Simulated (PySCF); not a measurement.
**methane: calculation and literature**

Mapped SMILES: `[CH4:1]`. Hydrogens are named by the atom that carries them.

What is known from experiment: δ 13C C1 -4.3 ppm (measured; solution, C6D5Cl, 298 K; Fulmer et al., Organometallics 2010, 29, 2176).
σ 13C C1 195.0 ppm (measured; gas, 300 K; A. A. Auer, PhD thesis, Mainz 2002 (Auer, Gauss, Stanton, JCP 2003, 118, 10407)). Coupling constants: 1J(C1,H(C1)) 125.3 Hz, 1J(C1,H(C1)) 120.0 Hz, 1J(C1,H(C1)) 125.0 Hz, 2J(H(C1),H(C1)) -12.4 Hz.

- GFN2-xTB structure
- J couplings at B3LYP/pcJ-1
- shielding tensors at PBE0/pcSseg-1 (GIAO)
- program: PySCF
- equivalent nuclei averaged, relativity neglected, one conformer, gas phase

Q: Set the calculated values beside the experiment.

A: 
Reference values: measured (solution, C6D5Cl, 298 K; Fulmer et al., Organometallics 2010, 29, 2176).
```tsv
atoms	quantity	reference	computed	computed, scaled
C1	δ 13C	-4.3	-5.5	-7.5
```

Reference values: measured (gas, 300 K; A. A. Auer, PhD thesis, Mainz 2002 (Auer, Gauss, Stanton, JCP 2003, 118, 10407)).
```json
{"atoms": "C1", "quantity": "σ 13C", "reference": "195.0", "computed": "192.4"}
```

Absolute shieldings are compared as such; zero-point and thermal motion, absent here, lowers them by some tenths of a ppm for H, a few ppm for C and up to about 10 ppm for F.

Computed shifts are σ(ref) − σ with the named reference compound (TMS for H and C) calculated as an isolated molecule at the same level. The measured values may be among those fitted. Shieldings were converted by linear fits to measured shifts (mostly CDCl3, TMS scale, for H and C): 13C (scatter 2.1 ppm rms, 2.3 ppm with the 13 outliers that the fit left out). Occasional misses reach two or three times the rms, and more in compound classes unlike the fitted ones.

Coupling constants in Hz:
| coupling | reference | computed | source |
| --- | --- | --- | --- |
| 1J(C1,H(C1)) | 125.3 | 131.7 | measured; gas, zero-density limit; Jackowski, Slowinski, Molecules 2023, 28, 1499 |
| 1J(C1,H(C1)) | 120.0 | 131.7 | experiment minus calculated vibrational correction (empirical equilibrium); gas (equilibrium); T. W. Keal, PhD thesis, Durham 2005 (values of Ruden, Lutnaes, Helgaker, Ruud 2003) |
| 1J(C1,H(C1)) | 125.0 | 131.7 | measured; liquid or solution (compiled); San Fabian, Garcia de la Vega, Suardiaz et al., Magn. Reson. Chem. 2013, 51, 775 (SI) |
| 2J(H(C1),H(C1)) | -12.4 | -13.4 | measured; UCL NMR lecture notes, Spin-Spin Coupling (L3_3_97) |

6 of the 54 published NMR values on file for this molecule are compared. The rest: values from further sources, protons in aromatic solvents, values whose atom or origin is in doubt, other calculations.
